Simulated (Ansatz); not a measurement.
Calculated with Ansatz (gas phase, PBE0-D4/def2-TZVP geometries, no zero-point term in ΔE). CCSD(T)/CBS adds triple-zeta CCSD(T) − MP2 to the extrapolated MP2 energy (def2 sets, frozen cores). This one scheme is used for every species. DFT in def2-TZVPP. One conformer a species, not always the lowest.

`CCOCCCl` + H–F → `CCOCF` + `CCl`  (substitution at a C–C bond)

```json
{"species": "`CCOCCCl`", "PBE-D4 energy (Eh)": "-692.88094"}
{"species": "H–F", "PBE-D4 energy (Eh)": "-100.39347"}
{"species": "`CCOCF`", "PBE-D4 energy (Eh)": "-293.37829"}
{"species": "`CCl`", "PBE-D4 energy (Eh)": "-499.89267"}
```

Question: Work out ΔE.

Answer: ΔE = (-293.37829) + (-499.89267) − (-692.88094) − (-100.39347) = 0.00345 Eh = +0.09 eV. CCSD(T)/CBS gives +0.23 eV.

Largest T1 diagnostic among the species: 0.011.

From BLYP to BHLYP (50 % exact exchange), in def2-TZVPP and without D4, ΔE moves by +0.08 eV. In def2-TZVPP, CCSD(T) changes the Hartree–Fock value by +0.27 eV (the triples alone add +0.03 eV) and MP2 by +0.36 eV. The D4 term adds +0.10 eV with B3LYP and +0.06 eV with PBE0; it sums over pairs of atoms, weighted by their polarisabilities, and B3LYP, whose exchange is more repulsive, gets the larger term.

B3LYP here is the variant with VWN-RPA as its local correlation; programs differ in this.
